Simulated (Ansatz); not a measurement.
A calculation on hcp Cd returned lattice constant a 2.903 Å, lattice parameter c 5.497 Å, equilibrium volume per atom 20.06 Å³/atom.

For reference: lattice constant a 2.979 Å (measured, 293 K, not corrected to a static lattice; as tabulated in Wikipedia's data pages); lattice parameter c 5.617 Å (measured, 293 K, not corrected to a static lattice; as tabulated in Wikipedia's data pages); equilibrium volume per atom 21.01 Å³/atom (measured, copied from a table, unchecked, extrapolated to 0 K and zero-point effects removed; as tabulated in Lejaeghere et al. (2013), arXiv:1204.2733).

Question: Which level of theory produced these numbers?
A. r²SCAN+rVV10 (Ansatz, a program for electronic structure)
B. HSE06 (Ansatz)
C. rVV10 (Ansatz)
D. LDA (Ansatz)

Answer: D, LDA (Ansatz)

The others give: HSE06 2.977 Å, 5.885 Å, 22.60 Å³/atom; r²SCAN+rVV10 2.958 Å, 5.628 Å, 21.33 Å³/atom; rVV10 3.054 Å, 5.713 Å, 23.07 Å³/atom.

Unless a cell is named, each level is at its own relaxed cell (HSE06 22.58, LDA 20.06, r²SCAN+rVV10 21.33, rVV10 23.07 Å³/atom).

Caveats: exact exchange on metals is sensitive to the k mesh and can open a false gap (HSE06). Ansatz's density-functional and Hartree–Fock values are scalar-relativistic unless marked +SOC, with PAW data made under PBE.
